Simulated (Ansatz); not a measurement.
**Cost against result**

Saddle point of Si2H7Cl, closed shell (SiH₃Cl ([SiH3][Cl]) + SiH₄ → SiH₃Cl ([SiH3][Cl]) + SiH₄; bonds formed: Si1–Cl7, H2–Si6; bonds broken: Si1–H2, Si6–Cl7), PBE0-D4/def2-TZVP structure:

```csv
atom,x (Å),y (Å),z (Å)
Si1,-0.3845,0.6476,-1.3297
H2,-0.5536,-0.4712,-0.0795
H3,-0.2144,-0.5206,-2.2333
H4,-1.7836,1.0529,-1.0308
H5,0.1623,1.7963,-2.1154
Si6,0.3565,-0.6707,1.3260
Cl7,1.2831,1.1208,0.1984
H8,1.4107,-0.4245,2.3574
H9,0.6424,-2.0463,0.8399
H10,-0.9191,-0.4842,2.0671
```

Barriers are electronic and count from the start structure reached by relaxing down the imaginary mode.

Program: Ansatz 0.2.0. Basis: as named in each row. Cores are frozen in the correlated methods. B3LYP uses VWN-RPA correlation. Extrapolation: Hartree–Fock as exp(−7.88 √X), correlation as X^−2.97.

Times are rough, for one single point on 4 threads of a shared host (Arm Neoverse V2).

The estimate by CCSD(T) at an estimated basis limit (MP2 extrapolated from triple and quadruple zeta, plus CCSD(T) − MP2 in triple zeta) is 2.048 eV.

| method | basis | time (s) | barrier (eV) | method less estimate |
| --- | --- | --- | --- | --- |
| HF | STO-3G | under 1 | 3.893 | 1.846 |
| PBE-D4 | STO-3G | under 1 | 2.407 | 0.359 |
| SPW92 | def2-SVP | under 1 | 1.438 | -0.610 |
| B3LYP-D4 | 6-31G | under 1 | 2.392 | 0.344 |
| PBE-D4 | def2-SVP | under 1 | 1.714 | -0.334 |
| PBE0-D4 | def2-SVP | under 1 | 1.884 | -0.164 |
| SPW92 | def2-TZVPP | under 1 | 1.402 | -0.646 |
| CCSD(T) | def2-SVP | 1 | 2.296 | 0.248 |
| PBE-D4 | def2-TZVPP | 1 | 1.664 | -0.384 |
| BLYP-D4 | def2-TZVPP | 1 | 1.894 | -0.154 |
| BHLYP-D4 | def2-TZVPP | 2 | 2.186 | 0.138 |
| B3LYP-D4 | def2-TZVPP | 2 | 2.009 | -0.039 |
| PBE0-D4 | def2-TZVPP | 2 | 1.829 | -0.219 |
| CAM-B3LYP-D4 | def2-TZVPP | 2 | 2.120 | 0.072 |
| wB97M-V | def2-SVP | 3 | 2.020 | -0.028 |
| r2SCAN-D4 | def2-TZVPP | 3 | 1.831 | -0.217 |
| r2SCAN0-D4 | def2-TZVPP | 3 | 1.928 | -0.120 |
| RPA on PBE | def2-TZVPP | 3 | 2.122 | 0.074 |
| B2PLYP | def2-TZVPP | 3 | 2.121 | 0.073 |
| PBE-QIDH | def2-TZVPP | 4 | 1.995 | -0.053 |
| wB97X-V | def2-TZVPP | 6 | 2.071 | 0.023 |
| wB97M-V | def2-TZVPP | 6 | 1.993 | -0.055 |
| B97M-V | def2-TZVPP | 7 | 1.880 | -0.168 |
| MP2 | def2-QZVPP | 17 | 2.042 | -0.005 |
| CCSD(T) | def2-TZVPP | 42 | 2.107 | 0.060 |

All methods are single points on the PBE0-D4 structures.

The T1 diagnostic stays at or below 0.012.

Ligand swaps between two centres remove the fluorinated layer in thermal atomic layer etching, and scramble precursors in the gas phase.

Labels in which every atom is bracketed show which atoms are joined, not bond orders.
